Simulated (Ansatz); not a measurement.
# C2H4N: the cost of one run

Method: the levels named in each step, in Ansatz 0.2.0.

### Step 1. The structure to begin with

Bond lengths: C1–N2 1.138 Å, C1–H4 1.058 Å, C3–H5 1.068 Å, C3–H6 1.068 Å, C3–H7 1.068 Å. Angles: N2–C1–H4 179.8°, H5–C3–H6 120.1°, H5–C3–H7 119.9°, H6–C3–H7 119.8°.

As a file:

```xyz
7

C     0.6865   -0.8570    0.3904
N     0.2480   -1.5525   -0.3961
C    -0.8487    2.1439   -0.0150
H     1.0926   -0.2077    1.1210
H    -0.6045    3.1833    0.0050
H    -0.4414    1.5121   -0.7735
H    -1.5588    1.7502    0.6783
```

### Step 2. A rough first relaxation, PBE-D4/def2-SVP

File input.yaml:

```yaml
crystal:
  periodic: [false, false, false]
  atoms:
    - { symbol: C, position_ang: [0.68649, -0.85696, 0.39043] }
    - { symbol: "N", position_ang: [0.24795, -1.55246, -0.39607] }
    - { symbol: C, position_ang: [-0.84874, 2.14393, -0.01504] }
    - { symbol: H, position_ang: [1.09258, -0.20771, 1.12098] }
    - { symbol: H, position_ang: [-0.60449, 3.18329, 0.00499] }
    - { symbol: H, position_ang: [-0.44143, 1.51206, -0.77355] }
    - { symbol: H, position_ang: [-1.55883, 1.75019, 0.67828] }
magnetization:
  spin_polarized: true
  initial_magnetization: 1
basis:
  gaussian: { orbitals: def2-SVP }
hamiltonian:
  xc: pbe
  dispersion: d4
relax:
  f_tol: 0.03
  max_steps: 200
```

Command:

```bash
$ ansatz run input.yaml --threads 4 --pin off --max-ram 10240MiB --backend cpu --events-out ev --progress --plain --runs-dir out
```

**Question.** How long does this run take on 4 threads of Intel Xeon at 2.50GHz (Skylake/Cascade Lake), shared host, and how much memory does it need?

About 33 s, with a peak of 0.14 GiB.
